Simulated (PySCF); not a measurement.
C₃H₅NO, SMILES N#CCCO, point group Cs.

Level: PBE0/pcSseg-1 in PySCF (density fitting, grid level 2); geometry and Hessian at that level, cubic constants and property derivatives from steps of ±0.6 along each species' dimensionless normal coordinates, second-order vibrational perturbation theory. The parent has the commonest isotopes.

Equilibrium geometry (Å):

```csv
atom,x,y,z
N1,-2.8332,-0.2714,-0.5913
C2,-1.8043,0.1158,-0.2446
C3,-0.4965,0.5809,0.1835
C4,0.6073,-0.4265,-0.1063
O5,1.7991,0.1580,0.3579
H6,-0.5235,0.7913,1.2594
H7,-0.2674,1.5268,-0.3221
H8,0.3849,-1.3732,0.4091
H9,0.6429,-0.6312,-1.1872
H10,2.5264,-0.4518,0.1917
```

Problem. Give the equilibrium and ground-state rotational constants (MHz) of parent; ²H at 6.

Solution. 
| species | Ae | Be | Ce | A0 | B0 | C0 | Δ0 (u Å²) | harmonic ZPE (cm⁻¹) |
| --- | --- | --- | --- | --- | --- | --- | --- | --- |
| parent | 27450 | 2340.9 | 2216.8 | 27135 | 2329 | 2205.3 | -6.451 | 17480 |
| ²H at 6 | 24393 | 2333.4 | 2201 | 24126 | 2321.6 | 2189.5 | -7.816 | 16759 |

Δ0 = Ic − Ia − Ib from the ground-state constants.

Problem. How is the parent's vibrational correction B0 − Be made up?

Solution. 
| axis | harmonic | Coriolis | cubic | total (MHz) |
| --- | --- | --- | --- | --- |
| a | 104 | -167 | -252 | -315 |
| b | 1.88 | -1.91 | -11.9 | -12 |
| c | 1.15 | -0.96 | -11.7 | -11.6 |

Problem. And its quartic centrifugal distortion constants from the harmonic force field?

Solution. Asymmetric top, A reduction, Ir representation: ΔJ = 0.408 kHz, ΔJK = -14.7 kHz, ΔK = 384 kHz, δJ = 0.0491 kHz, δK = 2.11 kHz.

Problem. Which nuclear quadrupole couplings χaa, χbb, χcc (MHz) does the parent show, at equilibrium and averaged?

Solution. 14N at 1: -3.8, 1.6, 2.1 and -3.7, 1.6, 2.1.

A mode lies under 250 cm⁻¹, where this perturbation treatment is rough. Internal rotors are held in one well.
